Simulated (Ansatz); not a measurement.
hcp Co, treated with PBE (Ansatz, a program for electronic structure, plane waves, PAW).

Settings: plane-wave cutoff 520 eV, 24×24×14 k mesh (along the axes of the cell as run), Fermi–Dirac smearing 0.05 eV, spin-polarised with parallel moments, scalar-relativistic PAW data made under PBE.

Shape and atoms are relaxed at each volume.

Pressure at four volumes; x = ln(V/10.862 Å³). One pressure is withheld.

```csv
V (Å³/atom),x,P (GPa)
10.427,-0.0409,9.60
10.862,0.0000,-0.01
11.079,0.0198,-4.09
11.296,0.0392,?
```

Pass a parabola P(x) through the three rows shown, estimate the bulk modulus and its pressure derivative near zero pressure, and predict the withheld pressure.

Slopes between the rows: (-0.01 − (9.60))/(0.0000 − (-0.0409)) = -234.96 and (-4.09 − (-0.01))/(0.0198 − (0.0000)) = -206.06 GPa. Their difference over the span 0.0607 is c = 28.90/0.0607 = 476.1 GPa, so P(x) = 9.60 + (-234.96)(x − (-0.0409)) + 476.1 (x − (-0.0409))(x − (0.0000)). At the middle row B = −dP/dx = −[-234.96 + 476.1 × 0.0409] = 215.5 GPa, and B′ = dB/dP = 2c/B = 4.4. At x = 0.0392 the parabola gives -7.73 GPa; the run gives -7.74 GPa. The Birch–Murnaghan fit to the energies at all volumes has B0 = 215 GPa and B′ = 4.4.

Measured, for comparison: bulk modulus 193 GPa (zero-point energy and finite temperature contributions removed, sources range from 193 to 198; as tabulated in doi:10.1021/acs.jctc.3c00612). Computed less measured: bulk modulus +11 % (+9 % to +11 % over the range).
